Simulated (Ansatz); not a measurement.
Ideal-gas functions of `OB(O)O` at 298.15 K and 1 bar, from an Ansatz frequency run at PBE0-D4/def2-TZVP.

Molar mass 61.83 g/mol, point group Cs (symmetry number 1), electronic degeneracy 1, moments of inertia 49.845, 51.622, 101.467 u Å². Harmonic wavenumbers (cm⁻¹, unscaled): 293, 444, 459, 475, 523, 677, 887, 940, 1021, 1036, 1437, 1497, 3912, 3924, 3939.

Use S(trans) = R[1.5 ln M + 2.5 ln T − 1.1517]; rotational temperatures θ = 24.2544 K / I; S(rot) = R[ln(√π/σ · √(T³/θAθBθC)) + 1.5]; for each mode x = 1.438777 ν̃/T, S = R[x/(eˣ − 1) − ln(1 − e⁻ˣ)] and H = RT x/(eˣ − 1); 1 cm⁻¹ = 0.0119627 kJ/mol; R = 8.31446 J/(mol·K).

By hand: the entropy, in J/(mol·K).

Translation 160.3. Rotation: θ = 0.4866, 0.4698, 0.239 K, giving 100.4. Vibration, mode by mode: 6.09, 3.41, 3.22, 3.03, 2.52, 1.40, 0.62, 0.50, 0.36, 0.34, 0.06, 0.05, 0.00, 0.00, 0.00, in all 21.6. Electronic 0.0. Sum 282.3 J/(mol·K).

By hand: H − E and G − E in kJ/mol, counted from the electronic energy.

Zero-point energy ½ × 21464 × 0.0119627 = 128.4; thermal vibration 4.5; translation, rotation and pV give 4 RT = 9.9. H − E = 142.8 kJ/mol, and G − E = 142.8 − 298.15 × 282.3/1000 = 58.6 kJ/mol.

Vibration gives 8 % of the entropy. The sum counts one conformer and one mirror image; others add a mixing term.
